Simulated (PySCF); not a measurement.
methyl formate (C2H4O2), SMILES COC=O.

Geometry: ωB97X-D3(BJ)/def2-SVP. Other conformers were not sampled.

All values below come from ωB97X-D3(BJ)/def2-SVP run with PySCF.

No scaling factor is applied to the harmonic values.

Computed normal modes with their intensities:
```csv
mode,ν (cm⁻¹),IR (km/mol),moving atoms (share of kinetic energy)
1,136,0.2,H 93 %
2,309,14.8,"O 46 %, C 33 %, H 21 %"
3,346,27.6,"H 39 %, O 35 %, C 26 %"
4,796,10.7,"O 62 %, C 23 %, H 15 %"
5,993,25.0,"C 57 %, O 27 %, H 16 %"
6,1058,1.1,"H 57 %, C 37 %"
7,1183,1.2,"H 76 %, C 19 %"
8,1201,23.0,"H 61 %, C 28 %, O 11 %"
9,1291,331.7,"O 49 %, C 40 %, H 11 %"
10,1409,2.7,"H 86 %, O 9 %"
11,1470,8.2,"H 84 %, C 11 %"
12,1471,9.9,H 97 %
13,1485,12.5,H 94 %
14,1887,308.3,"C 59 %, O 37 %"
15,3079,43.1,H 97 %
16,3087,35.1,"H 92 %, C 8 %"
17,3178,15.2,"H 90 %, C 10 %"
18,3215,9.4,"H 90 %, C 10 %"
```
